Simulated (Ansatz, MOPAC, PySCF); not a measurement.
System: molecular fluorine, F2, charge 0, multiplicity 1. SMILES: FF
Coordinates optimised at B3LYP-D3(BJ)/def2-TZVP (Ansatz, a program for electronic structure):
```
F
F 1 1.3965
```
Charge 0, spin multiplicity 1.

Unscaled harmonic wavenumbers (cm⁻¹) in rising order, each level at the stationary point that it reaches from this structure (no distance between atoms moves by over 0.3 Å); the order of modes can differ between levels, and a negative number is imaginary. B3LYP-D3(BJ)/def2-TZVP (PySCF, at the structure above): 1049.

PM3 (MOPAC): 1322. Zero-point energy 1.9 against 1.5 kcal/mol; where all levels lie over 400 cm⁻¹, the wavenumbers are on average 1.260 times those of B3LYP-D3(BJ)/def2-TZVP.

PM7 (MOPAC): 1354. Zero-point energy 1.9 against 1.5 kcal/mol; where all levels lie over 400 cm⁻¹, the wavenumbers are on average 1.291 times those of B3LYP-D3(BJ)/def2-TZVP.

HF/3-21G (Ansatz): 1296. Zero-point energy 1.9 against 1.5 kcal/mol; where all levels lie over 400 cm⁻¹, the wavenumbers are on average 1.235 times those of B3LYP-D3(BJ)/def2-TZVP.

B3LYP/6-31G* (Ansatz): 1065. Zero-point energy 1.5 against 1.5 kcal/mol; where all levels lie over 400 cm⁻¹, the wavenumbers are on average 1.015 times those of B3LYP-D3(BJ)/def2-TZVP.
